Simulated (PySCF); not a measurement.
```xyz
6

C     -0.3419    -0.0272    -0.0063
O      0.9844    -0.3956    -0.3141
H     -0.5726    -0.0505     1.0877
H     -0.6277     0.9843    -0.3882
H     -1.0145    -0.7609    -0.4957
H      1.5722     0.2499     0.1166
```

Charge 0, multiplicity 1.

Give the Mulliken and meta-Löwdin atomic charges from TPSSh-D3(BJ)/def2-TZVP // PBE-D3(BJ)/def2-SVP in PySCF.


```csv
atom,Mulliken (e),meta-Löwdin (e)
C1,-0.18,-0.09
O2,-0.45,-0.53
H3,0.10,0.09
H4,0.10,0.09
H5,0.12,0.12
H6,0.31,0.33
```
